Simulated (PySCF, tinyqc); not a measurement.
Worked calculation (part 2 of 2): RHF in the sto-3g basis, for BH, spin multiplicity 1. This run ends on a higher stationary point, not on the lowest solution. The lowest restricted solution is unstable here: a spin-polarised one lies 0.0056 hartree lower (PySCF). Computed by tinyqc, a small Python program that keeps every step (integrals from PySCF). Command: `OMP_NUM_THREADS=1 python tinyqc.py 20647 20648 out.jsonl` (the two numbers bound the seeds that draw the settings). One thread of a shared host (Intel(R) Xeon(R) Processor @ 2.60GHz), about 0.08 s of CPU time with the checks.

Geometry (angstrom):
```
atom         x         y         z
B     0.000000  0.000000  0.000000
H     0.000000  0.000000  1.609000
```

## Iteration 14 (converged): orbitals

converged F (hartree), order 1B 1s, 1B 2s, 1B 2px, 1B 2py, 1B 2pz, 2H 1s:
$$\begin{pmatrix}
-7.221147 & -2.135230 & 0.000000 & 0.000000 & 0.016551 & -0.209115 \\
-2.135230 & -0.813500 & 0.000000 & 0.000000 & -0.088204 & -0.358664 \\
0.000000 & 0.000000 & -0.015093 & -0.154391 & 0.000000 & 0.000000 \\
0.000000 & 0.000000 & -0.154391 & 0.282183 & 0.000000 & 0.000000 \\
0.016551 & -0.088204 & 0.000000 & 0.000000 & 0.262147 & -0.212458 \\
-0.209115 & -0.358664 & 0.000000 & 0.000000 & -0.212458 & -0.176399
\end{pmatrix}$$

X, order 1B 1s, 1B 2s, 1B 2px, 1B 2py, 1B 2pz, 2H 1s:
$$\begin{pmatrix}
1.029583 & -0.146545 & 0.000000 & 0.000000 & -0.006064 & 0.020047 \\
-0.146545 & 1.067190 & 0.000000 & 0.000000 & 0.043372 & -0.168493 \\
0.000000 & 0.000000 & 1.000000 & 0.000000 & 0.000000 & 0.000000 \\
0.000000 & 0.000000 & 0.000000 & 1.000000 & 0.000000 & 0.000000 \\
-0.006064 & 0.043372 & 0.000000 & 0.000000 & 1.048926 & -0.191093 \\
0.020047 & -0.168493 & 0.000000 & 0.000000 & -0.191093 & 1.085584
\end{pmatrix}$$

Diagonalise F' = X^T F X, C = X C', fill 3 alpha and 3 beta electrons from the bottom; D = 2 C_occ C_occ^T. Each column has its largest component positive (the first on a tie).

F' = X^T F X (hartree):
$$\begin{pmatrix}
-7.034758 & -1.152836 & 0.000000 & 0.000000 & 0.009571 & 0.024870 \\
-1.152836 & -0.304831 & 0.000000 & 0.000000 & -0.002881 & -0.290282 \\
0.000000 & 0.000000 & -0.015093 & -0.154391 & 0.000000 & 0.000000 \\
0.000000 & 0.000000 & -0.154391 & 0.282183 & 0.000000 & 0.000000 \\
0.009571 & -0.002881 & 0.000000 & 0.000000 & 0.363708 & -0.272422 \\
0.024870 & -0.290282 & 0.000000 & 0.000000 & -0.272422 & -0.005437
\end{pmatrix}$$

orbital energies (hartree): MO1 -7.226844, MO2 -0.399763, MO3 -0.080767, MO4 0.105589, MO5 0.347858, MO6 0.539699

coefficients C, order 1B 1s, 1B 2s, 1B 2px, 1B 2py, 1B 2pz, 2H 1s:
$$\begin{pmatrix}
0.991543 & -0.206702 & 0.000000 & -0.220849 & 0.000000 & -0.085430 \\
0.030327 & 0.640548 & 0.000000 & 0.800092 & 0.000000 & 0.373191 \\
0.000000 & 0.000000 & 0.920206 & 0.000000 & -0.391435 & 0.000000 \\
0.000000 & 0.000000 & 0.391435 & 0.000000 & 0.920206 & 0.000000 \\
-0.000576 & 0.158908 & 0.000000 & -0.422197 & 0.000000 & 0.967046 \\
-0.004281 & 0.573146 & 0.000000 & -0.566474 & 0.000000 & -0.770970
\end{pmatrix}$$

D after iteration 14, order 1B 1s, 1B 2s, 1B 2px, 1B 2py, 1B 2pz, 2H 1s:
$$\begin{pmatrix}
2.051767 & -0.204663 & 0.000000 & 0.000000 & -0.066836 & -0.245430 \\
-0.204663 & 0.822443 & 0.000000 & 0.000000 & 0.203542 & 0.733995 \\
0.000000 & 0.000000 & 1.693557 & 0.720402 & 0.000000 & 0.000000 \\
0.000000 & 0.000000 & 0.720402 & 0.306443 & 0.000000 & 0.000000 \\
-0.066836 & 0.203542 & 0.000000 & 0.000000 & 0.050504 & 0.182160 \\
-0.245430 & 0.733995 & 0.000000 & 0.000000 & 0.182160 & 0.657029
\end{pmatrix}$$

## Convergence

Stop when the energy changes by less than 1e-10 hartree and every element of the error matrix X^T (F D S - S D F) X is below 3e-06.

Course of the cycle:
```
iteration   E (hartree)     change  largest element of the error matrix
1          -24.15291716          -                             4.06e-01
2          -24.33409124  -1.81e-01                             9.82e-02
3          -24.37343055  -3.93e-02                             5.86e-02
4          -24.38275789  -9.33e-03                             2.59e-02
5          -24.38427515  -1.52e-03                             1.03e-02
6          -24.38449220  -2.17e-04                             3.89e-03
7          -24.38452176  -2.96e-05                             1.43e-03
8          -24.38452570  -3.94e-06                             5.23e-04
9          -24.38452622  -5.22e-07                             1.90e-04
10         -24.38452629  -6.90e-08                             6.92e-05
11         -24.38452630  -9.10e-09                             2.51e-05
12         -24.38452630  -1.20e-09                             9.12e-06
13         -24.38452630  -1.58e-10                             3.31e-06
14         -24.38452630  -2.09e-11                             1.20e-06
```

PySCF RHF in the same basis = -24.70014506 hartree

Converged in 14 iterations. But the solution lies 0.31562 hartree above the reference: it is another stationary point, not the lowest restricted one. Reruns (cap 100 unless said): DIIS 8: converged in 9 to a higher stationary point; damping 0.5: converged in 36 to a higher stationary point; level shift 0.5: converged in 29 to a higher stationary point; atomic densities as start, DIIS 8: converged in 8.

## Populations, bond orders and dipole

overlap S, order 1B 1s, 1B 2s, 1B 2px, 1B 2py, 1B 2pz, 2H 1s:
$$\begin{pmatrix}
1.000000 & 0.269328 & 0.000000 & 0.000000 & 0.000000 & 0.026099 \\
0.269328 & 1.000000 & 0.000000 & 0.000000 & 0.000000 & 0.285873 \\
0.000000 & 0.000000 & 1.000000 & 0.000000 & 0.000000 & 0.000000 \\
0.000000 & 0.000000 & 0.000000 & 1.000000 & 0.000000 & 0.000000 \\
0.000000 & 0.000000 & 0.000000 & 0.000000 & 1.000000 & 0.333912 \\
0.026099 & 0.285873 & 0.000000 & 0.000000 & 0.333912 & 1.000000
\end{pmatrix}$$

Mulliken: Z minus the diagonal of D S on the atom; Loewdin: the same with S^(1/2) D S^(1/2); Mayer order: 2 sum_s sum (D(s) S)_ij (D(s) S)_ji over the two atoms.

Charges (e):
```
atom   Mulliken    Loewdin
1B    -0.078721  -0.077207
2H     0.078721   0.077207
```

Mayer bond orders:
```
pair     order
2-1   0.993803
```

dipole moment about the origin, x y z (debye): [0.000000, 0.000000, -0.831844]
